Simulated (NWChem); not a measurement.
## Polarisability of ammonia (H3N)

```
N
H 1 1.0309
H 1 1.0310 2 104.01
H 1 1.0310 2 104.01 3 -108.62
```
Charge 0, spin multiplicity 1.

All runs are NWChem calculations. The geometry was optimised at PBE/def2-SVP, a minimum by its harmonic frequencies.

Basis set: def2-SVPD. The field's frequency is 0.0773 Ha (589 nm).

B3LYP has NWChem's definition, with VWN1-RPA local correlation.

Q: One of these methods gave an isotropic polarisability of 14.91 bohr³. Which?
A) PBE
B) HF
C) LDA (SVWN5)
D) B3LYP

A: C, LDA (SVWN5). The others give 12.82 (HF), 14.73 (PBE), 14.23 (B3LYP).
